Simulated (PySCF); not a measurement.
Consider trisilane, `[SiH3][SiH2][SiH3]` (H8Si3). Numbering: `[SiH3:1][SiH2:2][SiH3:3]`

These are calculated values, M06-2X/def2-TZVP in PySCF (grid level 3) at geometries from PBE0-D3(BJ)/def2-SVP. Thermal corrections: PBE0-D3(BJ)/def2-SVP frequencies, unscaled, ideal gas at 298.15 K and 1 bar, quasi-RRHO entropy.

Problem. Rank these bonds by dissociation enthalpy, weakest first.
A. Si2–H
B. Si1–Si2

Solution. B (296 kJ/mol), A (350 kJ/mol).

Not ranked, since the method can't order them against a listed neighbour: Si1–H (358 kJ/mol).

Problem. For Si1–Si2, what are ΔE (electronic) and ΔG(298 K) of the homolysis?

Solution. ΔE = 307 and ΔG = 248 kJ/mol, beside ΔH = 296 kJ/mol. The radicals are SiH3• and `[SiH2][SiH3]`.

Caveats: the order of Si2–H and Si1–H is undecided: the gaps lie inside the method's error (some 10 kJ/mol, one structure a species).

---

Consider difluorochloromethane, `FC(F)Cl` (CHClF2). Numbering: `[F:1][CH:2]([F:3])[Cl:4]`

Level of theory: M06-2X/def2-TZVP single points in PySCF, grid level 3; every species was optimised with PBE0-D3(BJ)/def2-SVP. Zero-point and thermal terms (298.15 K, 1 bar) come from unscaled PBE0-D3(BJ)/def2-SVP harmonic frequencies, with soft modes damped to free rotors in the entropy.

Problem. Rank these bonds by dissociation enthalpy, weakest first.
A. C2–H
B. F1–C2
C. C2–Cl4

Solution. C (362 kJ/mol), A (419 kJ/mol), B (496 kJ/mol).

Problem. For C2–Cl4, what are ΔE (electronic) and ΔG(298 K) of the homolysis?

Solution. ΔE = 369 and ΔG = 319 kJ/mol, beside ΔH = 362 kJ/mol. The radicals are `F[CH]F` and Cl•.

Caveats: spin-orbit coupling is left out of the energies, which matters for open shells on the heavier atoms.

---

Consider `[Cl][AlH][Cl]` (AlCl2H). Non-hydrogen atoms are numbered in `[Cl:1][AlH:2][Cl:3]`.

Level of theory: M06-2X/def2-TZVP single points in PySCF, grid level 3; every species was optimised with PBE0-D3(BJ)/def2-SVP. Zero-point and thermal terms (298.15 K, 1 bar) come from unscaled PBE0-D3(BJ)/def2-SVP harmonic frequencies, with soft modes damped to free rotors in the entropy.

(1) Rank these bonds by dissociation enthalpy, weakest first.
A. Al2–H
B. Cl1–Al2

(2) For Cl1–Al2, what are ΔE (electronic) and ΔG(298 K) of the homolysis?

## Answers

(1) A (333 kJ/mol), B (489 kJ/mol).

(2) ΔE = 494 and ΔG = 448 kJ/mol, beside ΔH = 489 kJ/mol. The radicals are Cl• and `[AlH][Cl]`.

Known limits: spin-orbit coupling is left out of the energies, which matters for open shells on the heavier atoms.
